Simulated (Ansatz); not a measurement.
# HF/STO-3G run of H2S2 (SMILES SS)

What is the vertical ionisation energy of H2S2 at HF/STO-3G? 

Program for the calculation: Ansatz 0.2.0.

44 further runs of the same task are left out: 10 that didn't finish, 34 set aside as unsound or not needed.

### 1 Starting point

H2S2: 4 atoms, total charge 0, spin state singlet. As SMILES, `SS`. The coordinates come from a PBE0-D4/def2-TZVP relaxation.

Bond lengths: S1–S2 2.046 Å, S1–H3 1.347 Å, S2–H4 1.347 Å. Angles: S1–S2–H4 98.6°, S2–S1–H3 98.6°.

### 2 The energy at HF/STO-3G

Input file input.yaml:

```yaml
crystal:
  periodic: [false, false, false]
  atoms:
    - symbol: S
      position_ang: [0.784480, -0.789210, 0.166690]
    - symbol: S
      position_ang: [0.060220, 1.121560, 0.067360]
    - symbol: H
      position_ang: [-0.225420, -1.352590, 0.856880]
    - symbol: H
      position_ang: [-0.619290, 1.020250, -1.090950]
basis:
  gaussian:
    orbitals: STO-3G
magnetization:
  spin_polarized: false
  initial_magnetization: 0
hamiltonian:
  xc: hf
accuracy: high
```

Launch:

```console
$ ansatz run input.yaml --threads 1 --pin off --max-ram 3480MiB --events-out events.jsonl --progress --plain --runs-dir runs
```

Standard output:

```text
Warning: RAYON_NUM_THREADS=1 ignored (pool sized by the plan → 1); use --threads N
Functional definition: HF
  name "HF"
  exchange = exact_x
  correlation = 0
344 factors; integrals over basis functions are off by at most 1.3e-8 eV
mean field evaluation 1: about -21428.2268 eV, gradient 9.4e0 eV
mean field evaluation 2: about -21428.2730 eV, gradient 9.5e0 eV
mean field evaluation 4: about -21428.7074 eV, gradient 2.0e-1 eV
mean field evaluation 8: about -21428.7073 eV, gradient 1.3e-5 eV
mean field -21428.70726893 eV, -787.4904672339 hartree, gradient 3.2e-8 eV, S^2 0.000000; 0 other end points of the search recorded, 0 dependent functions left out
reference -21428.70726893 eV, -787.4904672339 hartree; 17, 17 occupied and 3, 3 virtual orbitals, 344 factors
Total energy: -21428.70726893 eV, -787.4904672339 hartree
```

Wall time 0.08 s (1 thread of Intel Xeon 6975P-C (Granite Rapids), shared host).

### 3 The doublet cation, same level

Input file job.yaml:

```yaml
crystal:
  periodic: [false, false, false]
  atoms:
    - {symbol: S, position_ang: [0.784480, -0.789210, 0.166690]}
    - {symbol: S, position_ang: [0.060220, 1.121560, 0.067360]}
    - {symbol: H, position_ang: [-0.225420, -1.352590, 0.856880]}
    - {symbol: H, position_ang: [-0.619290, 1.020250, -1.090950]}
basis:
  gaussian: {orbitals: STO-3G}
total_charge: 1
magnetization: {spin_polarized: true, initial_magnetization: 1}
hamiltonian: {xc: hf}
accuracy: high
```

Launch:

```console
$ ansatz run job.yaml --threads 1 --pin off --max-ram 3480MiB --events-out events.jsonl --progress --plain --runs-dir runs
```

Standard output:

```text
Warning: RAYON_NUM_THREADS=1 ignored (pool sized by the plan → 1); use --threads N
[... 4 set-up lines as earlier in the session ...]
344 factors; integrals over basis functions are off by at most 1.3e-8 eV
mean field evaluation 1: about -21421.2263 eV, gradient 8.1e0 eV
mean field evaluation 2: about -21421.2630 eV, gradient 8.1e0 eV
mean field evaluation 4: about -21422.1386 eV, gradient 1.7e0 eV
mean field evaluation 8: about -21422.3606 eV, gradient 2.3e-1 eV
mean field evaluation 16: about -21422.3639 eV, gradient 1.3e-8 eV
mean field evaluation 32: about -21421.9461 eV, gradient 2.4e0 eV
mean field -21422.36392589 eV, -787.2573536765 hartree, gradient 2.0e-8 eV, S^2 0.761348; 1 other end points of the search recorded, 0 dependent functions left out
reference -21422.36392589 eV, -787.2573536765 hartree; 17, 16 occupied and 3, 4 virtual orbitals, 344 factors
Total energy: -21422.36392589 eV, -787.2573536765 hartree
```

Run time: 0.14 s. Hardware: 1 thread of Intel Xeon 6975P-C (Granite Rapids), shared host.

### 4 Results

At HF/STO-3G:

| quantity | value |
| --- | --- |
| singlet H2S2: total energy | -787.49047 Eh |
| doublet cation: total energy | -787.25735 Eh |
| doublet cation: ⟨S²⟩ | 0.761 |
| vertical ionisation energy (to the doublet cation) | 6.343 eV |

**Reading.** Removing an electron at fixed nuclei costs 6.34 eV (146 kcal/mol). In a minimal basis such a difference can be off by several eV, whatever the method.
